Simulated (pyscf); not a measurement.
A first-order saddle from PySCF, ωB97X-D3(BJ)/def2-SVP:

```xyz
6

O      0.7054     0.0937     1.4040
Ti    -0.8382    -0.2610     1.1507
O     -1.0020    -1.6010     0.1747
S     -1.9444     0.9406    -0.8216
H     -1.5941    -0.4929    -0.7548
H     -0.7234     1.3219    -1.2499
```
Charge 0, spin multiplicity 1.

Surface: singlet, charge 0. Lowest wavenumbers (cm⁻¹): 555i, 89, 262, 323, 369.

What reaction is this the transition state of?

`[O]=[Ti]=[O]` + `[SH2]` ⇌ `[O]=[Ti]([OH])[SH]`, an addition across a multiple bond or ene-type step read from left to right: H–S broken and S–Ti, H–O formed. At CCSD(T)/def2-TZVPP + ΔMP2(QZVPP) it lies -22.5 kcal/mol from the left side and +49.7 kcal/mol from the right (each side as separated species at their lowest minima found). On the reactant side the descent ends in an adduct with a S–Ti contact, 28.5 kcal/mol under the separated species and 3.9 kcal/mol under the saddle at ωB97X-D3(BJ)/def2-TZVP. At CCSD(T) the saddle lies under the separated reactants, which points to a path from their complex (located at ωB97X-D3(BJ) alone). What is counted as formed (S–Ti) is already present as a longer contact in the reactant adduct; forming that adduct is a step of its own. At ωB97X-D3(BJ)/def2-TZVP the barrier from the zero used here is -24.6 kcal/mol. One saddle was located; it need not be the lowest between these sides. The CCSD(T) − MP2 part came from Ansatz, without density fitting, on the same reference. The frozen core leaves the outer d or s,p core shells of the metals and heavy elements correlated in the MP2 and CC values, and def2-TZVPP describes them poorly, which can shift differences by a few kcal/mol.
